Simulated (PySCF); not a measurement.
Excitations are Tamm–Dancoff values on a coarser integration grid. The basis has no diffuse functions, so Rydberg states are missing or too high.

Cartesian coordinates (Å):
```xyz
4

Cl     2.0420    -0.3320    -0.0061
Al     0.0000     0.0000     0.0000
Cl    -0.7335     1.9344     0.0021
Cl    -1.3085    -1.6024     0.0040
```
Charge 0, multiplicity 1.

**Question.** Give the total energy, dipole moment, S1 excitation (TDA), LUMO and S1–T1 gap (TDA) at the level PySCF 2.14.0 with PBE-D3(BJ)/def2-TZVP // PBE0-D3(BJ)/def2-TZVP.

**Answer.** 
```json
{
 "total_energy": "-44153.10 eV",
 "dipole_moment": "0.00 D",
 "S1 excitation (TDA)": "5.95 eV",
 "LUMO": "-2.11 eV",
 "S1–T1 gap (TDA)": "0.24 eV"
}
```
